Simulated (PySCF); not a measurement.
Gas-phase reaction: 2 BHF2 ⇌ BH2F + BF3

Method: PySCF energies plus ideal-gas RRHO corrections (1 bar). † marks an energy on the PBE0/def2-TZVP geometry and frequencies; other levels use their own. MP2 freezes the core. 6-31G* has spherical d functions here. All species are closed-shell singlets. B3LYP is the form with VWN-RPA correlation. BH2F: computed as isolated molecules; such fragments, hydroxides, amides, oligomers or adducts are transient or little studied in the gas. MP2 isn't extrapolated to the basis-set limit; its ΔH°(298 K) is 24.5 kJ in def2-SVP and 27.0 kJ in def2-TZVPP. The harmonic model lacks anharmonicity and excited electronic states, which grow with temperature; levels with a mode under 35 cm⁻¹ are left out.

```json
[
 {"level": "B3LYP/def2-TZVP†", "ΔE electronic, kJ": "30", "ΔH°(298 K), kJ": "28", "ΔS°(298 K), J/K": "-12", "ΔG°(800 K), kJ": "37"},
 {"level": "HF/6-31G*", "ΔE electronic, kJ": "18", "ΔH°(298 K), kJ": "16", "ΔS°(298 K), J/K": "-12", "ΔG°(800 K), kJ": "25"},
 {"level": "MP2/def2-TZVPP†", "ΔE electronic, kJ": "29", "ΔH°(298 K), kJ": "27", "ΔS°(298 K), J/K": "-12", "ΔG°(800 K), kJ": "36"},
 {"level": "PBE/def2-SVP", "ΔE electronic, kJ": "32", "ΔH°(298 K), kJ": "30", "ΔS°(298 K), J/K": "-12", "ΔG°(800 K), kJ": "38"},
 {"level": "PBE/def2-TZVP†", "ΔE electronic, kJ": "32", "ΔH°(298 K), kJ": "31", "ΔS°(298 K), J/K": "-12", "ΔG°(800 K), kJ": "40"},
 {"level": "PBE0/def2-SVP†", "ΔE electronic, kJ": "28", "ΔH°(298 K), kJ": "26", "ΔS°(298 K), J/K": "-12", "ΔG°(800 K), kJ": "35"},
 {"level": "LDA/def2-TZVP†", "ΔE electronic, kJ": "34", "ΔH°(298 K), kJ": "32", "ΔS°(298 K), J/K": "-12", "ΔG°(800 K), kJ": "41"}
]
```
ΔH° is lowest at HF/6-31G* and highest at LDA/def2-TZVP†. No reference value is set beside these.
